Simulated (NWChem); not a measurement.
# doublet NO3 at 6 levels

We compute a comparison of 6 runs (U-wB97X/aug-cc-pVDZ, UB2PLYP/aug-cc-pVDZ, UB3LYP/aug-cc-pVDZ, UBHLYP/aug-cc-pVDZ, UCAM-B3LYP/aug-cc-pVDZ, UM06-2X/aug-cc-pVDZ) of doublet NO3. 

Program for the calculation: NWChem 7.3.0.

### Step 1. The system as given

The species is NO3 (4 atoms), meant as a doublet with charge 0. As SMILES of the parent species, `O=[N+]([O-])[O-]`. The coordinates come from a PBE0-D4/def2-TZVPD relaxation. That shape belongs to the parent species and isn't relaxed for this state.

Bond lengths: O1–N2 1.247 Å, N2–O3 1.247 Å, N2–O4 1.247 Å. Angles: O1–N2–O3 120.0°, O1–N2–O4 120.0°, O3–N2–O4 120.0°.

### Step 2. A single-point energy at U-wB97X/aug-cc-pVDZ (run 1)

Contents of work.nw:

```
start work
title "NO3 energy"
memory 2200 mb
geometry units angstrom noautosym nocenter noautoz
O     0.296520    0.524040    1.091530
N     0.000000    0.000000    0.000000
O     0.470440   -1.113360   -0.305120
O    -0.766950    0.589330   -0.786420
end
basis "ao basis" spherical bse
* library aug-cc-pVDZ
end
dft
xc wb97x
mult 2
grid fine
convergence energy 1e-08
maxiter 100
mulliken
print low
end
task dft energy
```

Started as:

```console
nwchem work.nw > work.out
```

Output:

```text
[...]
 d= 0,ls=0.0,diis     1   -279.9595486760 -3.98D+02  8.91D-03  6.08D-01     3.7
[...]
 d= 0,ls=0.0,diis    11   -280.1939456320 -1.09D-09  1.43D-07  1.59D-10    37.8
[...]
         Total DFT energy =     -280.193945632024
      One electron energy =     -617.286246906917
           Coulomb energy =      251.045995282923
    Exchange-Corr. energy =      -32.326246068496
 Nuclear repulsion energy =      118.372552060467
[...]
      Total Density - Mulliken Population Analysis
     ---------------------------------------------
    Atom       Charge   Shell Charges
 -----------   ------   -------------------------------------------------------
    1 O    8     8.41   2.01  0.87  1.10  0.15  2.72  1.45  0.05  0.02  0.03
    2 N    7     5.78   2.01  0.80  0.31 -0.08  2.31  0.25 -0.06  0.21  0.03
    3 O    8     8.41   2.01  0.87  1.10  0.15  2.72  1.45  0.05  0.02  0.03
    4 O    8     8.41   2.01  0.87  1.10  0.15  2.72  1.45  0.05  0.02  0.03
[...]
      <S2> =      0.7579 (Exact =     0.7500)
[...]
```

It took 38 s on 1 thread of Intel Xeon 6975P-C (Granite Rapids), shared host; peak memory 0.11 GiB.

### Step 3. A single-point energy at UB2PLYP/aug-cc-pVDZ (run 2)

Contents of no3.xyz:

```xyz
4
NO3 energy
O      0.296520     0.524040     1.091530
N      0.000000     0.000000     0.000000
O      0.470440    -1.113360    -0.305120
O     -0.766950     0.589330    -0.786420
```

Contents of no3.nw:

```
start no3
title "NO3 energy"
memory stack 880 mb heap 220 mb global 1100 mb
charge 0

geometry units angstrom noautosym nocenter noautoz
  load format xyz no3.xyz
end

basis spherical bse
  * library aug-cc-pVDZ
end

dft
  xc hfexch 0.53 becke88 0.47 lyp 0.73 mp2 0.27
  dftmp2 semidirect
  mult 2
  grid fine
  convergence energy 1e-08
  iterations 100
  mulliken
  print low
end

mp2
  freeze core 4
end

task dft energy
```

Started as:

```console
nwchem no3.nw > no3.out
```

Output:

```text
[...]
 d= 0,ls=0.0,diis     1   -279.5600264145 -3.98D+02  8.67D-03  5.55D-01     1.6
[...]
 d= 0,ls=0.0,diis    11   -279.7785269297 -4.00D-09  1.16D-07  6.67D-10    14.4
[...]
         Total DFT energy =     -279.778526929733
      One electron energy =     -617.077582207742
           Coulomb energy =      250.841910574292
    Exchange-Corr. energy =      -31.915407356750
 Nuclear repulsion energy =      118.372552060467
[...]
      Total Density - Mulliken Population Analysis
     ---------------------------------------------
    Atom       Charge   Shell Charges
 -----------   ------   -------------------------------------------------------
    1 O    8     8.46   2.01  0.88  1.13  0.13  2.71  1.50  0.05  0.02  0.03
    2 N    7     5.62   2.01  0.81  0.28 -0.07  2.27  0.22 -0.05  0.22 -0.07
    3 O    8     8.46   2.01  0.88  1.13  0.13  2.71  1.50  0.05  0.02  0.03
    4 O    8     8.46   2.01  0.88  1.13  0.13  2.71  1.50  0.05  0.02  0.03
[...]
      <S2> =      0.7689 (Exact =     0.7500)
[...]
  Basis functions       =     92
[...]
```

Wall time 19 s (1 thread of Intel Xeon 6975P-C (Granite Rapids), shared host); peak memory 0.25 GiB.

Runs 3 to 5 aren't shown in full; the table further down has their settings and results.

### Step 4. The energy at UM06-2X/aug-cc-pVDZ (run 6)

Contents of run.py:

```python
from ase import Atoms
from ase.calculators.nwchem import NWChem

molecule = Atoms(['O', 'N', 'O', 'O'], positions=[
    [0.296520, 0.524040, 1.091530],
    [0.000000, 0.000000, -0.000000],
    [0.470440, -1.113360, -0.305120],
    [-0.766950, 0.589330, -0.786420],
])

calc = NWChem(
    label='mymol',
    theory='dft',
    memory='2200 mb',
    basis='aug-cc-pVDZ',
    basispar='spherical bse',
    dft={'xc': 'm06-2x', 'mult': '2', 'grid': 'fine', 'convergence': 'energy 1e-08', 'iterations': '100', 'mulliken': None},
    task='energy',
)
molecule.calc = calc

print(f"energy = {molecule.get_potential_energy():.6f} eV")
```

Started as:

```console
export ASE_NWCHEM_COMMAND="nwchem PREFIX.nwi > PREFIX.nwo"
python run.py
```

Output:

```text
energy = -7623.196354 eV
```

The calculator wrote mymol.nwi:

```
title "mymol"

permanent_dir mymol

scratch_dir mymol

start mymol

geometry units angstrom nocenter noautosym noautoz
  O  2.9652000000000001e-01 5.2403999999999995e-01 1.0915299999999999e+00
  N  0.0000000000000000e+00 0.0000000000000000e+00 -0.0000000000000000e+00
  O  4.7044000000000002e-01 -1.1133599999999999e+00 -3.0512000000000000e-01
  O  -7.6695000000000002e-01 5.8933000000000002e-01 -7.8642000000000001e-01
end

memory 2200 mb

basis spherical bse noprint
   * library aug-cc-pVDZ
end

dft
  xc m06-2x
  mult 2
  grid fine
  convergence energy 1e-08
  iterations 100
  mulliken
end

task dft energy
```

mymol.nwo:

```text
Northwest Computational Chemistry Package (NWChem) 7.3.0
             --------------------------------------------------------

           Job information
           ---------------

    nwchem branch   = 7.3.0
    use scalapack   = T
    input           = mymol.nwi
    prefix          = mymol.
    data base       = mymol/mymol.db
    status          = startup
    nproc           =        1

           Memory information
           ------------------

    heap     =     72089600 doubles =      550.0 Mbytes
    stack    =     72089597 doubles =      550.0 Mbytes
    global   =    144179200 doubles =     1100.0 Mbytes (distinct from heap & stack)
    total    =    288358397 doubles =     2200.0 Mbytes
    verify   = yes
    hardfail = no

[... 90 lines left out ...]
  convergence criterion.
[... 17 lines left out ...]
          Convergence on gradient requested:  5.00D-04
[... 23 lines left out ...]
          Convergence aids based upon iterative change in
[... 28 lines left out ...]
 1-e energy   =    -618.581669
[... 51 lines left out ...]
         Total DFT energy =     -280.147301087920
[... 2 lines left out ...]
    Exchange-Corr. energy =      -32.273155285496
[... 655 lines left out ...]
                     DFT Final Beta Molecular Orbital Analysis
[... 740 lines left out ...]
 center of mass
 --------------
 x =   0.00000488 y =   0.00000488 z =  -0.00000488

 moments of inertia (a.u.)
 ------------------
         215.023384279010          46.858443252348         -44.739177367337
          46.858443252348         159.958065921081         -25.603690366559
         -44.739177367337         -25.603690366559         157.587969890390

     Multipole analysis of the density
     ---------------------------------

     L   x y z        total         alpha         beta         nuclear
     -   - - -        -----         -----         ----         -------
     0   0 0 0     -0.000000    -16.000000    -15.000000     31.000000

     1   1 0 0     -0.000006     -0.000075     -0.000083      0.000151
[... 8 lines of this table left out ...]
     2   0 0 2    -16.604363    -36.899669    -34.070359     54.365665

 Task  times  cpu:       17.0s     wall:       17.0s
 Total times  cpu:       17.0s     wall:       17.0s
```

Run time: 18 s. Hardware: 1 thread of Intel Xeon 6975P-C (Granite Rapids), shared host; peak memory 0.11 GiB.

### Step 5. The series

```csv
run,level,frozen core orbitals,energy (Eh),⟨S²⟩,wall time
1,U-wB97X/aug-cc-pVDZ,–,-280.193946,0.758,38 s
2,UB2PLYP/aug-cc-pVDZ,4,-280.064009,0.769,19 s
3,UB3LYP/aug-cc-pVDZ,–,-280.272129,0.757,14 s
4,UBHLYP/aug-cc-pVDZ,–,-280.094048,0.767,16 s
5,UCAM-B3LYP/aug-cc-pVDZ,–,-280.173227,0.758,37 s
6,UM06-2X/aug-cc-pVDZ,–,-280.147301,0.761,18 s
```

### Step 6. Outcome

```
                                 quantity          value
                      run 6: total energy  -280.14730 Eh
                     run 6: dipole moment         0.00 D
run 6: HOMO energy (highest over α and β)      -11.87 eV
 run 6: LUMO energy (lowest over α and β)       -5.95 eV
                              run 6: ⟨S²⟩          0.761
```

**Reading.** Totals of different functionals can't be ranked against each other. All runs together took 2.4 min, the longest 38 s.
